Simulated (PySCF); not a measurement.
A species of formula C4H10N2 has this rotational fingerprint, computed with PBE0/def2-SVPD in PySCF (dipole) on a GFN2-xTB geometry, gas phase:

- Rotational constants: A = 7185, B = 2032, C = 1752 MHz
- Dipole components: |μa| = 1.83 D, |μb| = 0.08 D, |μc| = 1.03 D
- Inertial defect: -30.62 u·Å²
- κ: -0.90

**Question.** Which structure is it? (One computed conformer of each.)
A. `[H]/[N:6]=[CH:5]/[C@@H:3]([NH:2][CH3:1])[CH3:4]` with C1–N2–C3–C4 163°, N2–C3–C5–N6 -11°
B. `[H]/[N:6]=[CH:5]/[CH2:4][NH:3][CH2:2][CH3:1]` with C1–C2–N3–C4 -179°, C2–N3–C4–C5 73°, N3–C4–C5–N6 9°

**Answer.** B. It is [H]/N=C/CNCC, an asymmetric top, point group C1. The candidates at the same level (rigid rotor, commonest isotopes):

| SMILES | A (MHz) | B (MHz) | C (MHz) | μa (D) | μb (D) | μc (D) | Δ (u·Å²) | point group | rotor |
| --- | --- | --- | --- | --- | --- | --- | --- | --- | --- |
| [H]/N=C/[C@H](C)NC | 4056 | 3401 | 2122 | 1.50 | 0.59 | 1.29 | -35.08 | C1 | asymmetric top |
| [H]/N=C/CNCC | 7185 | 2032 | 1752 | 1.83 | 0.08 | 1.03 | -30.62 | C1 | asymmetric top |

`[H]/N=C/[C@H](C)NC` has B 67 % too high. No structure here is proved a minimum.
